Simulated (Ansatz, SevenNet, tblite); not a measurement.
# Voigt–Reuss–Hill shear modulus of wurtzite AlN: levels of theory against measurement

Reference value: 133 GPa (measured, temperature not stated, not corrected to a static lattice, Hill average of measured single-crystal constants; as tabulated in Oses et al. (2018), arXiv:1811.08464).

```json
[
 {"level (code)": "GFN1-xTB (tblite)", "value (GPa)": "45.0", "cell (Å³/atom)": "12.96", "difference (%)": "-66"},
 {"level (code)": "SevenNet-l3i5", "value (GPa)": "115", "cell (Å³/atom)": "10.63", "difference (%)": "-13.5"},
 {"level (code)": "LDA (Ansatz)", "value (GPa)": "124", "cell (Å³/atom)": "10.21", "difference (%)": "-6.8"},
 {"level (code)": "PBE (Ansatz)", "value (GPa)": "121", "cell (Å³/atom)": "10.65", "difference (%)": "-9.0"},
 {"level (code)": "r²SCAN (Ansatz)", "value (GPa)": "133", "cell (Å³/atom)": "10.40", "difference (%)": "0.0"}
]
```

The reference's temperature isn't stated, so close values are not ranked against it. Off by more than 25 %, or 35 % on the side where a correction would as a rule narrow the miss (bounds picked here): GFN1-xTB (-66 %).

The reference isn't brought to a static lattice, while the calculations are for one, so the differences are not the levels' errors alone. A static lattice is as a rule stiffer than a warm one, by over a tenth in soft solids.  GFN1-xTB: the method was fitted mainly to molecules. GFN1-xTB: the run uses a supercell at the zone centre in place of a k mesh. Each level is taken at its own relaxed cell. Cutoffs differ between the levels. Ansatz's density-functional and Hartree–Fock values are scalar-relativistic unless marked +SOC, with PAW data made under PBE.

Machine-learned potentials (SevenNet-l3i5) are trained on DFT data: a solid inside that data is no test of them.

Differences are worked out from the printed values.

Ansatz is an electronic-structure program.
